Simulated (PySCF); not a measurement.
# Vertical excitation energies

Compound: chlorine, Cl2.
Cartesian coordinates in Å at the GFN2-xTB level; atoms count from 1:
```xyz
2
Cl2 angstrom
Cl     1.010   -0.003   -0.003
Cl    -1.007    0.004   -0.011
```

Theory: TDDFT CAM-B3LYP/def2-SVPD, vertical, gas phase, core orbitals frozen in the response in PySCF.

Problem. What does the calculation give for the low-lying excited states?

Solution. 

```
state  E (eV)  ν̃ (cm⁻¹)       f  |μ| (D)  symmetry         main configurations (H = HOMO, L = LUMO)
   S1    3.42      27560  0.0006     0.22         –                                    H-1/H→L (99%)
   S2    3.42      27560  0.0006     0.22         –                                    H-1/H→L (99%)
   S3    6.19      49890  0.0000     0.00         –                                 H-3/H-2→L (≥91%)
   S4    6.19      49890  0.0000     0.00         –                                 H-3/H-2→L (≥91%)
   S5    8.52      68710  0.0000     0.00         –                                 H-1/H→L+1 (≥94%)
   S6    8.52      68710  0.0000     0.00         –                                 H-1/H→L+1 (≥94%)
   S7    9.39      75720   0.551     3.93       Σu+  H-4→L (68%), H-1/H→L+4 (≥11%), H-1/H→L+3 (≥11%)
```

Triplets, Tamm–Dancoff:

| state | E (eV) | λ (nm) | main configurations (H = HOMO, L = LUMO) |
| --- | --- | --- | --- |
| T1 | 2.57 | 482.3 | H-1/H→L (98%) |
| T2 | 2.57 | 482.3 | H-1/H→L (98%) |

The lowest singlet level (S1/S2) lies at 3.42 eV (363 nm, ultraviolet) and is very weak. The strongest level in the table is S7 at 9.39 eV (132 nm, f = 0.551). It is the last of those listed, so stronger ones may follow. S1/S2, S3/S4 and S5/S6 lie within about 0.01 eV of each other in each set; the point group D∞h has degenerate representations, and within a degenerate level the listed configurations can mix freely. The oscillator strengths of these states sum to 0.552; summed over the whole spectrum of an exact calculation they would give the number of electrons, 34 (Thomas–Reiche–Kuhn). The listed states span 5.97 eV, and the widest gap between neighbours is 2.77 eV (S2 to S3). Weighted by f, the mean energy of these states is 9.37 eV. No computed singlet lies in the visible range (380 to 750 nm); the lowest, at 363 nm, stands 0.15 eV above its violet end (3.26 eV); a Tamm–Dancoff triplet lies at 482 nm, without intensity as long as spin–orbit coupling is left out. Symmetry labels in D∞h follow from the direction of the transition dipole and are given only for states with f of 0.002 or more. Orbitals of the list HOMO-3 to LUMO+2 that lie within 0.01 eV of each other are written together with a slash and their weights summed (≥ marks a lower bound); for degenerate orbitals outside that list single weights are arbitrary. Only the lowest 8 singlets were computed, as vertical energies without vibronic structure. The highest level found (9.53 eV, f 0.075 so far) is left out, since the window may have cut off a degenerate partner.
